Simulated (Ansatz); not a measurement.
System: C2H3, charge 0, doublet. C2H3 (SMILES [CH]=C, doublet).
B3LYP-D3(BJ)/def2-TZVP minimum from Ansatz (a quantum-chemistry and plane-wave program):
```
C
C 1 1.3014
H 2 1.0786 1 138.61
H 1 1.0866 2 122.29 3 -180.00
H 1 1.0922 4 115.87 2 -180.00
```
Charge 0, spin multiplicity 2.

Hartree-Fock and CCSD correlation energies in hartree (Ansatz). UHF or UKS for unpaired electrons; spin-orbit terms are left out. Correlated methods leave the cores frozen. No relativity. The UHF reference of C2H3 ([CH]=C, doublet) is spin-contaminated (<S^2> up to 0.19 over the pure value in the sets run).

| basis | X | E(HF) | E(corr, CCSD) |
|---|---|---|---|
| cc-pVTZ | 3 | -77.41972 | -0.31867 |
| cc-pVQZ | 4 | -77.42479 | -0.33405 |
| cc-pV5Z | 5 | -77.42601 | withheld |

Fit E(corr) = E∞ + A/X³ to X = 3 and 4, predict X = 5, and compare with the run.

A = (-0.31867 - (-0.33405))/(1/27 - 1/64) = 0.7183; E∞ = -0.33405 - A/64 = -0.34527; at X = 5, E∞ + A/125 = -0.33953. The run gave -0.33886, 0.67 mEh above the prediction. The same form on X = 4 and 5 gives E∞ = -0.34391, 1.37 mEh above the first estimate.
